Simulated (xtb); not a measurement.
# C4H6F2 (SMILES C/C(F)=C(\C)F) at GFN2-xTB

We compute vibrational wavenumbers of C4H6F2. 

The calculation is run with xtb 6.7.1 later snapshot.

1 further run of the same task is left out (set aside as unsound or not needed).

### 1 The molecule

The species is C4H6F2 (12 atoms), meant as a singlet with charge 0. SMILES: `C/C(F)=C(\C)F`. Geometry: optimised at GFN2-xTB. This is a higher conformer, about 13 kJ/mol above the lowest found by a separate search.

Bond lengths: C1–C2 1.489 Å, C2–F3 1.357 Å, C2–C4 1.328 Å, C4–C5 1.489 Å, C4–F6 1.357 Å, C1–H7 1.083 Å, C1–H8 1.090 Å, C1–H9 1.090 Å, C5–H10 1.090 Å, C5–H11 1.090 Å, C5–H12 1.083 Å. Some angles: C1–C2–F3 112.4°, C1–C2–C4 129.0°, F3–C2–C4 118.7°, C2–C4–C5 129.0°, C2–C4–F6 118.7°, C5–C4–F6 112.4°, C2–C1–H7 111.6°, C2–C1–H8 109.4°, C2–C1–H9 109.4°, C4–C5–H10 109.4°.

### 2 The harmonic vibrations at GFN2-xTB

.CHRG

```
0
```

.UHF

```
0
```

mol.xyz

```xyz
12

C     -0.68632     1.52385    -0.02939
C     -0.42320     0.32842     0.81850
F     -0.89380     0.47776     2.08242
C      0.18704    -0.80646     0.49587
C      0.78430    -1.21084    -0.80680
F      0.31405    -1.76928     1.44356
H     -0.30964     1.39023    -1.03623
H     -0.21336     2.39687     0.41958
H     -1.75922     1.71046    -0.06774
H      0.29736    -2.11885    -1.16154
H      1.84140    -1.43449    -0.66566
H      0.67920    -0.43278    -1.55315
```

On the command line:

```sh
xtb mol.xyz --ptb --hess --raman > out.txt
```

What values should one expect? Wanted: total energy; dipole moment; HOMO energy; LUMO energy; HOMO–LUMO gap; dispersion energy; mean polarisability; lowest harmonic wavenumber; highest harmonic wavenumber.

Answer, from the run:

Level: GFN2-xTB.

```
                      quantity          value
                  total energy   -21.06413 Eh
                 dipole moment         4.14 D
                   HOMO energy      -10.89 eV
                   LUMO energy       -5.95 eV
                 HOMO–LUMO gap        4.94 eV
             dispersion energy  -15.04 kJ/mol
mean polarisability (D4 model)     51.6 bohr³
    lowest harmonic wavenumber        45 cm⁻¹
   highest harmonic wavenumber      3090 cm⁻¹
             zero-point energy   236.0 kJ/mol
```

What this shows: All 30 modes are real, so the shape is a minimum at this level. Mulliken charges run from -0.22 on F3 to +0.13 on C2.
